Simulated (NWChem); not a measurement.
The numbers come from NWChem runs, not from measurements. System: silicon monoxide (OSi), charge 0, spin multiplicity 1, at a geometry optimised with PBE/def2-SVP. Level: CCSD(T)/6-31G* (spherical d), 6 core orbitals frozen.

Input file:

```
start mol
memory heap 100 mb stack 700 mb global 1900 mb
geometry units angstroms nocenter noautoz
  Si     0.000000     0.000000     0.561877
  O      0.000000     0.000000    -0.983285
  symmetry group C2v
end
basis spherical
  * library 6-31g*
end
scf
  rhf
  nopen 0
  maxiter 100
  thresh 1e-7
  semidirect memsize 60000000 filesize 0
end
tce
  freeze core 6
  ccsd(t)
  2eorb
  2emet 13
  thresh 1e-6
  maxiter 100
  tilesize 24
end
task tce energy
```

Part of the output:

```
             Northwest Computational Chemistry Package (NWChem) 7.3.0
             --------------------------------------------------------

                                NWChem Input Module
                                -------------------

 Scaling coordinates for geometry "geometry" by  1.889725989
 (inverse scale =  0.529177249)

 Turning off AUTOSYM since
 SYMMETRY directive was detected!

                             Geometry "geometry" -> ""
                             -------------------------

 Output coordinates in angstroms (scale by  1.889725989 to convert to a.u.)

  No.       Tag          Charge          X              Y              Z
 ---- ---------------- ---------- -------------- -------------- --------------
    1 Si                  14.0000     0.00000000     0.00000000     0.56187700
    2 O                    8.0000     0.00000000     0.00000000    -0.98328500

 Effective nuclear repulsion energy (a.u.)      38.3570472792

            Nuclear Dipole moment (a.u.)
            ----------------------------
        X                 Y               Z
 ---------------- ---------------- ----------------
     0.0000000000     0.0000000000    -0.0000037795

      Symmetry information
      --------------------

 Group name             C2v
 Group number             16
 Group order               4
 No. of unique centers     2

      Symmetry unique atoms

     1    2


 Summary of "ao basis" -> "" (spherical)
 ------------------------------------------------------------------------------
       Tag                 Description            Shells   Functions and Types
 ---------------- ------------------------------  ------  ---------------------
 *                           6-31g*                   on all atoms

 Summary of "ao basis" -> "ao basis" (spherical)
 ------------------------------------------------------------------------------
       Tag                 Description            Shells   Functions and Types
 ---------------- ------------------------------  ------  ---------------------
 Si                          6-31g*                  8       18   4s3p1d
 O                           6-31g*                  6       14   3s2p1d

                                 NWChem SCF Module
                                 -----------------

  ao basis        = "ao basis"
  functions       =    32
  atoms           =     2
  closed shells   =    11
  open shells     =     0
  charge          =   0.00
  wavefunction    = RHF
  use symmetry    = T
  symmetry adapt  = T

 Summary of "ao basis" -> "ao basis" (spherical)
 ------------------------------------------------------------------------------
       Tag                 Description            Shells   Functions and Types
 ---------------- ------------------------------  ------  ---------------------
 Si                          6-31g*                  8       18   4s3p1d
 O                           6-31g*                  6       14   3s2p1d

      Symmetry analysis of basis
      --------------------------

        a1         16
        a2          2
        b1          7
        b2          7

 Forming initial guess at       0.0s

      Superposition of Atomic Density Guess
      -------------------------------------

 Sum of atomic energies:        -363.57165975

      Non-variational initial energy
      ------------------------------

 Total energy =    -363.573065
 1-e energy   =    -579.761651
 2-e energy   =     177.831538
 HOMO         =      -0.350623
 LUMO         =      -0.027573

      Symmetry analysis of molecular orbitals - initial
      -------------------------------------------------

 !! scf_movecs_sym_adapt:   18 vectors were symmetry contaminated

  Symmetry fudging

 !! scf_movecs_sym_adapt:   18 vectors were symmetry contaminated

  Numbering of irreducible representations:

     1 a1          2 a2          3 b1          4 b2

  Orbital symmetries:

     1 a1          2 a1          3 a1          4 a1          5 b1
     6 b2          7 a1          8 a1          9 b2         10 b1
    11 a1         12 b1         13 b2         14 a1         15 a1
    16 b2         17 b1         18 a1         19 a1         20 a2
    21 b1

 Starting SCF solution at       0.2s

 ----------------------------------------------
         Quadratically convergent ROHF

 Convergence threshold     :          1.000E-07
 Maximum no. of iterations :          100
 Final Fock-matrix accuracy:          1.000E-09
 ----------------------------------------------

              iter       energy          gnorm     gmax       time
             ----- ------------------- --------- --------- --------
                 1     -363.6384765142  1.45D+00  4.51D-01      0.2
                 2     -363.7656482199  2.47D-01  8.25D-02      0.2
                 3     -363.7730987681  2.39D-02  8.06D-03      0.2
                 4     -363.7731732569  2.68D-04  1.10D-04      0.2
                 5     -363.7731732704  4.49D-08  1.88D-08      0.2

       Final RHF  results
       ------------------

         Total SCF energy =   -363.773173270389
      One-electron energy =   -581.138544405811
      Two-electron energy =    179.008323856259
 Nuclear repulsion energy =     38.357047279163

        Time for solution =      0.0s

       Symmetry analysis of molecular orbitals - final
       -----------------------------------------------

  Numbering of irreducible representations:

     1 a1          2 a2          3 b1          4 b2

  Orbital symmetries:

     1 a1          2 a1          3 a1          4 b1          5 b2
     6 a1          7 a1          8 a1          9 b1         10 b2
    11 a1         12 b1         13 b2         14 a1         15 a1
    16 b2         17 b1         18 a1         19 a1         20 a2
    21 b2

             Final eigenvalues
             -----------------

              1
    1  -68.8163
    2  -20.5387
    3   -6.1745
    4   -4.2758
    5   -4.2758
    6   -4.2745
    7   -1.2485
    8   -0.6040
    9   -0.4600
   10   -0.4600
   11   -0.4328
   12    0.0492
   13    0.0492
   14    0.1626
   15    0.2976
   16    0.3879
   17    0.3879
   18    0.5690
   19    0.7859
   20    0.7859
   21    0.8688

                       ROHF Final Molecular Orbital Analysis
                       -------------------------------------

 Vector    9  Occ=2.000000D+00  E=-4.599793D-01  Symmetry=b1
              MO Center= -4.2D-17, -1.0D-32, -7.4D-01, r^2= 1.0D+00
   Bfn.  Coefficient  Atom+Function         Bfn.  Coefficient  Atom+Function
  ----- ------------  ---------------      ----- ------------  ---------------
    21      0.547950  2 O  px                25      0.434844  2 O  px
     7      0.234268  1 Si px

 Vector   10  Occ=2.000000D+00  E=-4.599793D-01  Symmetry=b2
              MO Center= -6.4D-33,  1.8D-17, -7.4D-01, r^2= 1.0D+00
   Bfn.  Coefficient  Atom+Function         Bfn.  Coefficient  Atom+Function
  ----- ------------  ---------------      ----- ------------  ---------------
    22      0.547950  2 O  py                26      0.434844  2 O  py
     8      0.234268  1 Si py

 Vector   11  Occ=2.000000D+00  E=-4.328179D-01  Symmetry=a1
              MO Center=  9.1D-17, -6.6D-18,  5.4D-01, r^2= 2.2D+00
   Bfn.  Coefficient  Atom+Function         Bfn.  Coefficient  Atom+Function
  ----- ------------  ---------------      ----- ------------  ---------------
     9      0.434988  1 Si pz                10      0.419336  1 Si s
    23     -0.364669  2 O  pz                 6      0.351281  1 Si s
    27     -0.232871  2 O  pz                 5     -0.169933  1 Si pz
     2     -0.167814  1 Si s

 Vector   12  Occ=0.000000D+00  E= 4.916283D-02  Symmetry=b1
              MO Center=  1.3D-16,  6.9D-32,  5.3D-01, r^2= 3.4D+00
   Bfn.  Coefficient  Atom+Function         Bfn.  Coefficient  Atom+Function
  ----- ------------  ---------------      ----- ------------  ---------------
    11      0.734913  1 Si px                 7      0.373652  1 Si px
    25     -0.349332  2 O  px                21     -0.256713  2 O  px
     3     -0.153940  1 Si px

 Vector   13  Occ=0.000000D+00  E= 4.916283D-02  Symmetry=b2
              MO Center=  4.9D-32, -5.5D-17,  5.3D-01, r^2= 3.4D+00
   Bfn.  Coefficient  Atom+Function         Bfn.  Coefficient  Atom+Function
  ----- ------------  ---------------      ----- ------------  ---------------
    12      0.734913  1 Si py                 8      0.373652  1 Si py
    26     -0.349332  2 O  py                22     -0.256713  2 O  py
     4     -0.153940  1 Si py

 Vector   14  Occ=0.000000D+00  E= 1.625569D-01  Symmetry=a1
              MO Center= -2.5D-17,  6.9D-16,  3.3D-01, r^2= 4.6D+00
   Bfn.  Coefficient  Atom+Function         Bfn.  Coefficient  Atom+Function
  ----- ------------  ---------------      ----- ------------  ---------------
    13      1.157406  1 Si pz                24      0.792934  2 O  s
    10     -0.634934  1 Si s

 center of mass
 --------------
 x =   0.00000000 y =   0.00000000 z =  -0.00034216

 moments of inertia (a.u.)
 ------------------
          86.766669499001           0.000000000000           0.000000000000
           0.000000000000          86.766669499001           0.000000000000
           0.000000000000           0.000000000000           0.000000000000

  Mulliken analysis of the total density
  --------------------------------------

    Atom       Charge   Shell Charges
 -----------   ------   -------------------------------------------------------
    1 Si  14    13.30   2.00  2.00  5.97  1.14  1.10  0.65  0.29  0.15
    2 O    8     8.70   2.00  0.92  2.76  0.97  2.03  0.02

       Multipole analysis of the density wrt the origin
       ------------------------------------------------

     L   x y z        total         open         nuclear
     -   - - -        -----         ----         -------
     0   0 0 0     -0.000000      0.000000     22.000000

     1   1 0 0      0.000000      0.000000      0.000000
     1   0 1 0     -0.000000      0.000000      0.000000
     1   0 0 1      1.385488      0.000000     -0.000004

     2   2 0 0    -11.846499      0.000000      0.000000
     2   1 1 0      0.000000      0.000000      0.000000
     2   1 0 1     -0.000000      0.000000      0.000000
     2   0 2 0    -11.846499      0.000000      0.000000
     2   0 1 1      0.000000      0.000000      0.000000
     2   0 0 2    -15.852176      0.000000     43.405129

                   NWChem Extensible Many-Electron Theory Module
                   ---------------------------------------------


            General Information
            -------------------
      Number of processors :     1
         Wavefunction type : Restricted Hartree-Fock
          No. of electrons :    22
           Alpha electrons :    11
            Beta electrons :    11
           No. of orbitals :    64
            Alpha orbitals :    32
             Beta orbitals :    32
        Alpha frozen cores :     6
         Beta frozen cores :     6
     Alpha frozen virtuals :     0
      Beta frozen virtuals :     0
         Spin multiplicity : singlet
    Number of AO functions :    32
       Number of AO shells :    14
        Use of symmetry is : on
      Symmetry adaption is : on
         Schwarz screening : 0.10D-09

          Correlation Information
          -----------------------
          Calculation type : Coupled-cluster singles & doubles w/ perturbation
   Perturbative correction : (T)
            Max iterations :      100
        Residual threshold : 0.10D-05
     T(0) DIIS level shift : 0.00D+00
     L(0) DIIS level shift : 0.00D+00
     T(1) DIIS level shift : 0.00D+00
     L(1) DIIS level shift : 0.00D+00
     T(R) DIIS level shift : 0.00D+00
     T(I) DIIS level shift : 0.00D+00
   CC-T/L Amplitude update :  5-th order DIIS
                I/O scheme : Global Array Library
        L-threshold :  0.10D-05
        EOM-threshold :  0.10D-05
 no EOMCCSD initial starts read in
 TCE RESTART OPTIONS
 SLICE:      F
 D4D5:       F
 quantumc:   F
 qrotation:  F
 pwtce:      F
 qducc:      F
 nacto:                         0
 nrotv:                         0
 nrot:                          0

            Memory Information
            ------------------
          Available GA space size is     249035776 doubles
          Available MA space size is     104855204 doubles

 Maximum block size supplied by input
 Maximum block size        24 doubles

 tile_dim =      9

 -------------------------------------------------

 Global array virtual files algorithm will be used

 Parallel file system coherency ......... OK

 4-electron integrals stored in orbital form

 v2    file size   =            32907
 4-index algorithm nr.  13 is used
 imaxsize =       30
 imaxsize ichop =        0


CCSD iterations
 ---------------------------------------------------------
 Iter          Residuum       Correlation     Cpu    Wall
 ---------------------------------------------------------
    1   0.1354916134183  -0.2673464416421     0.1     0.1
    2   0.0415856372912  -0.2612280822783     0.1     0.1
    3   0.0158069569906  -0.2708489519824     0.1     0.1
    4   0.0093420817212  -0.2702208324037     0.1     0.1
    5   0.0041183835348  -0.2720260768694     0.1     0.1
    6   0.0012105656454  -0.2720753546891     0.1     0.1
    7   0.0006360649233  -0.2720755408527     0.1     0.1
    8   0.0002961844348  -0.2721002211641     0.1     0.1
    9   0.0002170620014  -0.2720894911801     0.1     0.1
   10   0.0001058059653  -0.2721057285248     0.1     0.1
   11   0.0000248368298  -0.2721089970137     0.1     0.1
   12   0.0000087221913  -0.2721088050478     0.1     0.1
   13   0.0000044033235  -0.2721098900845     0.1     0.1
   14   0.0000023836534  -0.2721096713169     0.1     0.1
   15   0.0000012769877  -0.2721099497732     0.1     0.1
   16   0.0000005147022  -0.2721099433647     0.1     0.1
 -----------------------------------------------------------------
 Iterations converged
 CCSD correlation energy / hartree =        -0.272109943364657
 CCSD total energy / hartree       =      -364.045283213753521

 Singles contributions

 Doubles contributions
 CCSD(T)
 Using plain CCSD(T) code
             total no. of tasks          230
 total no. of tasks / no. procs          230
                         wl_min           20           1.6
                         wl_max        19683           5.2
        thresh for no. of tasks          230

 CCSD[T]  correction energy / hartree =        -0.014599649532009
 CCSD[T] correlation energy / hartree =        -0.286709592896666
 CCSD[T] total energy / hartree       =      -364.059882863285509
 CCSD(T)  correction energy / hartree =        -0.011350614973585
 CCSD(T) correlation energy / hartree =        -0.283460558338242
 CCSD(T) total energy / hartree       =      -364.056633828727115

 Task  times  cpu:        2.3s     wall:        2.3s

 Total times  cpu:        2.4s     wall:        2.4s
```
